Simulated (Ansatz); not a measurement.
C2H6NPS, SMILES `CN(P)C=S`. Charge 0, multiplicity 1. Geometry: relaxed with PBE0-D4/def2-TZVP. It is one conformer, not always the lowest.

```xyz
11

C    -0.775   -0.525   -0.707
N     0.190    0.194    0.105
P     0.751   -0.386    1.635
C     0.681    1.369   -0.341
S     0.300    2.102   -1.745
H    -1.654    0.098   -0.885
H    -1.063   -1.439   -0.192
H    -0.341   -0.765   -1.681
H     1.024   -1.729    1.256
H    -0.509   -0.731    2.197
H     1.396    1.812    0.357
```

(1) What is the dipole moment at B3LYP/def2-TZVPP? (An estimate is asked.)

(2) And with PBE, r2SCAN, ωB97M-V? (Estimate.)

(3) Give the Mulliken charges with B3LYP, PBE, ωB97M-V in def2-TZVPP. (An estimate is asked.)

Answers

(1) The calculation gave: 3.98 D, with components (-0.64, -3.17, 2.33) D in this frame, pointing from negative to positive charge.

(2) Computed: PBE 3.87 D, r2SCAN 4.03 D, ωB97M-V 4.00 D.

(3) Ansatz gave: 
```csv
atom,B3LYP,PBE,ωB97M-V
C1,-0.16,-0.16,-0.23
N2,-0.11,-0.02,-0.13
P3,0.07,0.00,0.01
C4,0.01,0.01,-0.01
S5,-0.30,-0.30,-0.26
H6,0.11,0.11,0.14
H7,0.09,0.08,0.10
H8,0.11,0.11,0.14
H9,0.03,0.04,0.06
H10,0.03,0.04,0.06
H11,0.12,0.10,0.12
```

B3LYP here is the variant with VWN-RPA as its local correlation; programs differ in this.
